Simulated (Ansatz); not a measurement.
Molecule: CH$_{3}$S, charge -1, multiplicity 1. It need not be the lowest isomer of its formula. Whether it binds its extra electron was not tested at this geometry. 
Coordinates optimised at B3LYP-D3(BJ)/def2-TZVP (Ansatz, a quantum-chemistry and plane-wave program):
```
C
H 1 1.0953
H 1 1.0953 2 110.72
S 1 1.7522 2 112.96 3 -127.82
H 4 1.4124 1 112.06 2 63.32
```
Charge -1, spin multiplicity 1.

Basis-set convergence of Hartree-Fock and CCSD(T) correlation energies (hartree) with Ansatz. Correlated levels leave the core frozen unless marked. Spin-orbit coupling is left out. Non-relativistic. This anion needs diffuse functions, which these sets lack.

```csv
basis,functions,E(HF),"E(corr, CCSD(T))",rough core time
cc-pV(D+d)Z,52,-437.05871,-0.33322,under 20 s
cc-pV(T+d)Z,111,-437.09452,-0.42120,under 20 s
cc-pV(Q+d)Z,209,…,…,50 s
```

Question: Some entries are withheld; supply them.

Answer: 
- cc-pV(Q+d)Z, E(HF): -437.10471
- cc-pV(Q+d)Z, E(corr, CCSD(T)): -0.44903
